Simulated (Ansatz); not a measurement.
# Structure relaxation of SnRu2

The calculation used Ansatz 0.2.0, DFT PBE, scalar-relativistic, plane waves, PAW. Cutoff 420 eV, Γ-centred k mesh, Gaussian smearing, no spin polarisation in the final step.

A relaxed cell is given with its space group left out.

```yaml
crystal:
  lattice:
    - [0.00000, 3.70962, 3.70962]
    - [3.70962, 0.00000, 3.70962]
    - [3.70962, 3.70962, 0.00000]
  atoms:
    - { symbol: Sn, position: [0.50000, 0.50000, 0.50000] }
    - { symbol: Sn, position: [0.75000, 0.75000, 0.75000] }
    - { symbol: Ru, position: [0.12500, 0.12500, 0.12500] }
    - { symbol: Ru, position: [0.62500, 0.12500, 0.12500] }
    - { symbol: Ru, position: [0.12500, 0.12500, 0.62500] }
    - { symbol: Ru, position: [0.12500, 0.62500, 0.12500] }
```

The zero of energy is the elements' standard structures at the same level; no fitted shifts are applied.

Q: What space group does it have?

A: Fd-3m (No. 227). Conventional cell: a = 7.419 Å. Around Sn lie 12 Ru at 3.08 Å and 4 Sn at 3.21 Å; Ru is coordinated by 6 Ru at 2.62 Å and 6 Sn at 3.08 Å.

Q: What is its formation energy per atom?

A: 0.44 eV/atom.

Q: Is it a metal?

A: Yes, bands cross the Fermi level on the 10×10×10 mesh.

The final run used a 10×10×10 mesh on its 6-atom cell and 0.10 eV smearing. The k mesh leaves about 4 meV/atom of noise in metals. The cell came from a trial start, so SnRu2 may not exist in this structure.

Cost: 2 runs of about 1.2 core-minutes in all, on Intel Xeon Platinum 8488C (Sapphire Rapids) (shared hosts).